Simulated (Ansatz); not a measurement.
**Molecular dynamics, step by step**

LiH2O (SMILES [Li][OH2+]) (charge +1), singlet, PBE0-D4/def2-SVP (Ansatz 0.2.0). Settings (timestep in fs, temperature in K, friction in 1/fs; T counts 12 degrees of freedom, while the starting velocities carry no drift of the centre of mass, so T starts below the set value):

```yaml
hamiltonian: {xc: pbe0, dispersion: d4}
md: {n_steps: 30, timestep: 0.25, temperature: 1000, ensemble: nvt_langevin, seed: 151, friction: 0.002, initial_velocities: maxwell_boltzmann}
```

Start (the SMILES describes the start alone):

```
atom    x (Å)    y (Å)    z (Å)
 Li1  -1.1802   0.9494  -0.5583
  O2   0.1002  -0.0795   0.0468
  H3   0.8086   0.1409   0.6700
  H4   0.2714  -1.0109  -0.1585
```

```
step  time (fs)  potential energy less the start (meV)  kinetic energy (meV)  T (K)
   0       0.00                                    0.0                 387.8    750
   2       0.50                                   15.5                 378.6    732
   4       1.00                                   38.3                 357.4    691
   6       1.50                                   66.5                 331.7    642
   8       2.00                                   96.8                 308.2    596
  10       2.50                                  126.8                 277.1    536
  12       3.00                                  153.3                 246.1    476
  14       3.50                                  174.2                 233.2    451
  16       4.00                                  188.3                 221.3    428
  18       4.50                                  196.4                 220.8    427
  20       5.00                                  200.1                 220.7    427
  22       5.50                                  197.0                 233.6    452
  24       6.00                                  187.3                 236.3    457
  26       6.50                                  172.7                 251.4    486
  28       7.00                                  154.0                 277.7    537
  30       7.50                                  134.1                 307.0    594
```

Step 16, positions (Å) and forces (eV/Å):

```
atom       x       y       z      Fx      Fy      Fz
 Li1  -1.181   0.877  -0.537  -0.939   0.737  -0.436
  O2   0.098  -0.043   0.032   2.222  -2.097   1.224
  H3   0.861   0.090   0.633  -0.421   1.052  -0.151
  H4   0.271  -1.011  -0.028  -0.861   0.308  -0.637
```

Step 24, positions (Å) and forces (eV/Å):

| atom | x | y | z | Fx | Fy | Fz |
| --- | --- | --- | --- | --- | --- | --- |
| Li1 | -1.188 | 0.845 | -0.533 | -1.131 | 0.856 | -0.524 |
| O2 | 0.104 | -0.031 | 0.031 | 1.402 | -2.184 | 0.699 |
| H3 | 0.867 | 0.121 | 0.593 | 0.438 | 1.107 | 0.376 |
| H4 | 0.228 | -1.005 | 0.015 | -0.709 | 0.220 | -0.552 |

Step 28, positions (Å) and forces (eV/Å):

```json
{"atom": "Li1", "x": "-1.194", "y": "0.831", "z": "-0.531", "Fx": "-1.177", "Fy": "0.883", "Fz": "-0.545"}
{"atom": "O2", "x": "0.108", "y": "-0.027", "z": "0.032", "Fx": "1.071", "Fy": "-1.737", "Fz": "0.562"}
{"atom": "H3", "x": "0.875", "y": "0.153", "z": "0.575", "Fx": "0.565", "Fy": "0.899", "Fz": "0.385"}
{"atom": "H4", "x": "0.196", "y": "-0.997", "z": "0.031", "Fx": "-0.458", "Fy": "-0.045", "Fz": "-0.401"}
```

Last step (30):

```xyz
4
angstrom
Li -1.1970 0.8239 -0.5305
O 0.1100 -0.0255 0.0323
H 0.8809 0.1741 0.5676
H 0.1773 -0.9945 0.0378
```

The run took about 7.5 s on 2 CPU threads of an Arm Neoverse V2 (shared host).
